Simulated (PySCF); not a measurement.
Ionisation of N,N-dimethylthioformamide

Parent: N,N-dimethylthioformamide, `CN(C)C=S` (C3H7NS). Optimised structure (Å), atoms numbered from 1:
```
C     1.2401   -0.4075    0.4528
N    -0.0849   -0.1204   -0.0355
C    -0.4378    1.2720   -0.1571
C    -0.9383   -1.1045   -0.3644
S    -2.4715   -0.9730   -0.9377
H     1.3956   -1.4937    0.4938
H     1.3855    0.0069    1.4651
H     2.0071    0.0320   -0.2075
H    -1.4762    1.3342   -0.5099
H     0.2271    1.7773   -0.8774
H    -0.3450    1.7781    0.8180
H    -0.4894   -2.0985   -0.2047
```

These are calculated values, ωB97X-D3(BJ)/ma-def2-TZVP in PySCF (grid level 2) at geometries from PBE0-D3(BJ)/def2-SVP. The prefix ma- adds one diffuse s and one diffuse p function on all atoms but H. Thermal corrections: PBE0-D3(BJ)/def2-SVP frequencies, unscaled, ideal gas at 298.15 K and 1 bar, quasi-RRHO entropy.

Frontier levels of the parent: HOMO -8.47 eV, LUMO 0.87 eV.

Oxidation to the radical cation:
| Quantity | Value |
| --- | --- |
| Vertical ionisation energy (electronic) | 8.25 eV |
| Adiabatic ionisation energy (with zero-point energy) | 8.08 eV |
| Adiabatic, electronic part | 8.08 eV |
| Vertical gap at the product's structure | 8.00 eV |
| Inner reorganisation energy (four-point) | 246 meV |
| Relaxation of product / of parent | 165 / 80 meV |
| ⟨S²⟩ of the product | 0.755 |
| Largest spin populations | S5 0.99 |
| Largest changes of atomic charge | S5 0.61, N2 0.10 |
| Distances that move most (Å) | N2–C4 1.343 → 1.297; C4–S5 1.642 → 1.688; C1–N2 1.441 → 1.461; N2–C3 1.442 → 1.458 |
| Potential in acetonitrile | 5.98 V absolute, 1.44 V against Fc+/Fc computed at 4.54 V (solvation -34 → -235 kJ/mol) |

Solvents are IEF-PCM continua (electrostatics only, gas-phase structures); absolute potentials refer to an electron at rest in vacuum. Fc+/Fc in acetonitrile, 4.54 V, is ωB97X-D3(BJ)/ma-def2-TZVP on PBE0-D3(BJ)/def2-SVP structures with GFN2-xTB thermal terms. Benchmark calculations put it near 5.0 V in acetonitrile and DMSO, so it is about 0.5 V low, and the value against it can read up to that much too high.

Measured values (NIST Chemistry WebBook, evaluated or the median of agreeing entries): vertical ionisation energy 8.20 eV (computed 8.25, difference 0.05); adiabatic ionisation energy 8.16 eV (computed 8.08, difference -0.08).

Run with `OMP_NUM_THREADS=1 python redox_run.py task.json out` on 1 thread of Arm Neoverse N1, a shared host. Structures, frequencies and single points: 24 min of wall time.
